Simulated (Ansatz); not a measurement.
System: fcc Ag. Method: PBEsol in Ansatz (PAW).

A relaxed, unreconstructed slab of the (311) face has 11 atoms, two equal faces of 13.626 Å² each and an energy of -82742.7209 eV. A bulk cell of 11 atoms with the same orientation and in-plane k mesh has -82744.7388 eV. Energies are extrapolated to zero smearing.

Run with plane-wave cutoff 500 eV, 20×20×1 k mesh (along the axes of the cell as run), Fermi–Dirac smearing 0.1 eV, scalar-relativistic PAW data made under PBE.

Worked out: γ = (E_slab − N E_bulk per atom)/2A = [-82742.7209 − 11 × (-82744.7388/11)]/(2 × 13.626) = 0.0740 eV/Å². With 16.022 J/m² per eV/Å² this is 1.19 J/m², or 1.01 eV per surface cell and face.

Ansatz is a program for electronic structure.
